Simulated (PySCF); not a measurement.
Simulated O 1s region for 2-methoxyacetamide (`NC(COC)=O`), binding energy against the vacuum level.

Every computed line was given a Gaussian of 0.6 eV full width at half maximum and an area set by the number of equivalent atoms; the highest printed point is 100. Computed, not measured: PySCF, delta-SCF UKS SCAN, pcX-2 on the ionised atom, pcseg-1 elsewhere, spin-free X2C.

binding energy (eV), intensity and a bar:
```
    536.1          1 
    536.2          2 #
    536.3          5 #
    536.4         12 ####
    536.5         25 #######
    536.6         45 #############
    536.7         68 ####################
    536.8         89 ###########################
    536.9        100 ##############################
    537.0         96 #############################
    537.1         79 ########################
    537.2         56 #################
    537.3         34 ##########
    537.4         18 #####
    537.5          8 ##
    537.6          3 #
    537.7          1 
    537.8          0 
    537.9          0 
    538.0          0 
    538.1          0 
    538.2          1 
    538.3          4 #
    538.4         10 ###
    538.5         21 ######
    538.6         39 ############
    538.7         62 ###################
    538.8         84 #########################
    538.9         98 ##############################
    539.0         99 ##############################
    539.1         85 #########################
    539.2         62 ###################
    539.3         39 ############
    539.4         21 ######
    539.5         10 ###
    539.6          4 #
    539.7          1 
    539.8          0
```

Question: Count the maxima, the lines and the sites behind this envelope.

Answer: The curve has 2 maxima (at 536.9 and 538.9 eV). Under it lie 2 lines from 2 inequivalent oxygen sites.

Question: Decompose the envelope and assign each component. Numbering: `[CH3:1][O:2][CH2:3][C:4]([NH2:5])=[O:6]`.

Answer: 
```json
{"position (eV)": "536.93", "relative area": "1", "line": "O 1s", "atoms": "O6", "environment": "amide oxygen"}
{"position (eV)": "538.95", "relative area": "1", "line": "O 1s", "atoms": "O2", "environment": "ether oxygen"}
```

Question: What are the centre and the root-mean-square width of the whole band?

Answer: The area-weighted mean of the lines is 537.94 eV. Their own spread about it is 1.01 eV (rms) and each Gaussian has σ = 0.6/2.355 = 0.25 eV; the variances add, which gives 1.04 eV.

Question: Above which line width would these two lines show one maximum?

Answer: Two equal Gaussians merge once their distance is under 2σ = FWHM/1.177. With 2.03 eV between them that is a full width over 2.39 eV.

Lowest listed O 1s: O6, bonded to C (double bond). Highest, 2.02 eV above it: O2, bonded to 2 C. Summing the Pauling electronegativity differences to the bonded atoms, each weighted by its formal bond order, gives -1.78 for the lowest site and -1.78 for the highest; the sum is the same at every site.

The curve has no shake-up lines and no vibrational structure. Isolated species at its GFN2-xTB geometry (one conformer only).

On an Arm Neoverse V1 with one thread, no GPU, shared host, this took 67 s.

Shape of the structure used: `[CH3:1][O:2][CH2:3][C:4]([NH2:5])=[O:6]`: C1–O2–C3–C4 180°, O2–C3–C4–N5 0°, H–N5–C4–C3 180°, H–N5–C4–C3 0°.
